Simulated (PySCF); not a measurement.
sulfur dioxide (O2S), SMILES O=S=O. The structure is a stationary point at B3LYP-D3(BJ)/def2-TZVP.

TDA-PBE/def2-TZVPD (PySCF) puts the lowest singlet excitations at 4.23, 4.46, 6.68, 7.88, 8.00, 8.10 eV.

What are the lowest excitation roots from ADC(2)/aug-cc-pVDZ (PySCF)? (Estimate from the structure and the level; the computed values follow.)

4.08, 4.42, 6.28, 8.06, 8.69, 8.70 eV. S1 differs by -0.15 eV (second minus first; roots are paired by order, and the bases may differ).
